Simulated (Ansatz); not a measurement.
Ansatz (a first-principles code) input (B3LYP-D3(BJ)/def2-TZVP):

Ansatz 0.2 input:
```yaml
crystal:
  periodic: [false, false, false]
  atoms:
    - {symbol: C, position_ang: [0.29858328, 0.18652500, -0.02738582]}
    - {symbol: O, position_ang: [0.35706721, -0.99209612, -0.02776512]}
    - {symbol: H, position_ang: [-0.60709694, 0.80802216, -0.01237746]}
basis:
  gaussian:
    orbitals: def2-TZVP
hamiltonian:
  xc: b3lyp
  dispersion: d3bj
magnetization: {spin_polarized: true, initial_magnetization: 1}
relax: {f_tol: 0.002, max_steps: 150}
```

Output:

```
Functional definition: B3LYP
integrals: 0.01 GiB planned
375 factors; their error is unknown
mean field: 0.15 GiB planned
mean field evaluation 1: about -3097.1535 eV, gradient 2.6e1 eV
mean field evaluation 2: about -3091.0105 eV, gradient 4.9e1 eV
mean field evaluation 4: about -3099.4622 eV, gradient 1.1e0 eV
mean field evaluation 8: about -3099.4726 eV, gradient 2.6e-2 eV
mean field evaluation 16: about -3099.4726 eV, gradient 1.7e-5 eV
mean field -3099.47257660 eV, -113.9035162921 hartree, gradient 1.7e-5 eV, S^2 0.753247; 0 other end points of the search recorded, 0 dependent functions left out
the calculation of the forces begins
reference -3099.47274796 eV, -113.9035225895 hartree; 8, 7 occupied and 60, 61 virtual orbitals, 375 factors
relax step   1: F+E_penalty+E_count = -3099.50522088 eV  Δ(F+E_penalty+E_count) = +0.000e0 eV  max|allowed force component| = 9.185e-1 eV/Å  Δτ_max = 0.0000 Å  (30 SCF iters, accepted)
these checks for a lower state are left out or cut short: starts, cluster_reference, orbital_swaps, neighbouring_geometries, increment
integrals: 0.01 GiB planned
375 factors; their error is unknown
mean field: 0.15 GiB planned
mean field -3099.48485733 eV, -113.9039676005 hartree, gradient 8.8e-6 eV, S^2 0.753307; 0 other end points of the search recorded, 0 dependent functions left out
the calculation of the forces begins
reference -3099.48502890 eV, -113.9039739055 hartree; 8, 7 occupied and 60, 61 virtual orbitals, 375 factors
relax step   2: F+E_penalty+E_count = -3099.51751046 eV  Δ(F+E_penalty+E_count) = -1.229e-2 eV  max|allowed force component| = 4.146e-1 eV/Å  Δτ_max = 0.0104 Å  (34 SCF iters, accepted)
these checks for a lower state are left out or cut short: starts, cluster_reference, orbital_swaps, neighbouring_geometries, increment
integrals: 0.01 GiB planned
375 factors; their error is unknown
mean field: 0.15 GiB planned
mean field evaluation 32: about -3099.4886 eV, gradient 7.7e-6 eV
mean field -3099.48861444 eV, -113.9041056718 hartree, gradient 7.7e-6 eV, S^2 0.753408; 0 other end points of the search recorded, 0 dependent functions left out
the calculation of the forces begins
reference -3099.48878629 eV, -113.9041119871 hartree; 8, 7 occupied and 60, 61 virtual orbitals, 375 factors
relax step   3: F+E_penalty+E_count = -3099.52127567 eV  Δ(F+E_penalty+E_count) = -3.765e-3 eV  max|allowed force component| = 3.154e-2 eV/Å  Δτ_max = 0.0113 Å  (34 SCF iters, accepted)
these checks for a lower state are left out or cut short: starts, cluster_reference, orbital_swaps, neighbouring_geometries, increment
integrals: 0.01 GiB planned
375 factors; their error is unknown
mean field: 0.15 GiB planned
mean field -3099.48869820 eV, -113.9041087501 hartree, gradient 8.4e-6 eV, S^2 0.753414; 0 other end points of the search recorded, 0 dependent functions left out
the calculation of the forces begins
reference -3099.48887010 eV, -113.9041150673 hartree; 8, 7 occupied and 60, 61 virtual orbitals, 375 factors
relax step   4: F+E_penalty+E_count = -3099.52136269 eV  Δ(F+E_penalty+E_count) = -8.701e-5 eV  max|allowed force component| = 3.198e-2 eV/Å  Δτ_max = 0.0021 Å  (35 SCF iters, accepted)
these checks for a lower state are left out or cut short: starts, cluster_reference, orbital_swaps, neighbouring_geometries, increment
integrals: 0.01 GiB planned
375 factors; their error is unknown
mean field: 0.15 GiB planned
mean field -3099.48870344 eV, -113.9041089426 hartree, gradient 8.4e-6 eV, S^2 0.753416; 0 other end points of the search recorded, 0 dependent functions left out
the calculation of the forces begins
reference -3099.48887536 eV, -113.9041152603 hartree; 8, 7 occupied and 60, 61 virtual orbitals, 375 factors
relax step   5: F+E_penalty+E_count = -3099.52136793 eV  Δ(F+E_penalty+E_count) = -5.247e-6 eV  max|allowed force component| = 1.660e-3 eV/Å  Δτ_max = 0.0003 Å  (36 SCF iters, accepted)
integrals: 0.01 GiB planned
375 factors; their error is unknown
mean field: 0.15 GiB planned
mean field evaluation 64: about -3099.4887 eV, gradient 2.0e-4 eV
mean field -3099.48870344 eV, -113.9041089426 hartree, gradient 3.6e-5 eV, S^2 0.753416; 1 other end points of the search recorded, 0 dependent functions left out
the calculation of the forces begins
reference -3099.48887536 eV, -113.9041152603 hartree; 8, 7 occupied and 60, 61 virtual orbitals, 375 factors
Total energy: -3099.52153985 eV, -113.9053156582 hartree
Atom 0 at     0.321651     0.185833    -0.027776 Å, force    -0.001660    -0.000723     0.000028 eV/Å
Atom 1 at     0.346027    -0.985737    -0.027582 Å, force     0.000128     0.001529    -0.000003 eV/Å
Atom 2 at    -0.619124     0.802355    -0.012171 Å, force     0.001532    -0.000806    -0.000026 eV/Å
Dipole moment:    -0.206497     0.266514     0.003357 e Å
```

It need not be the lowest isomer of its formula.
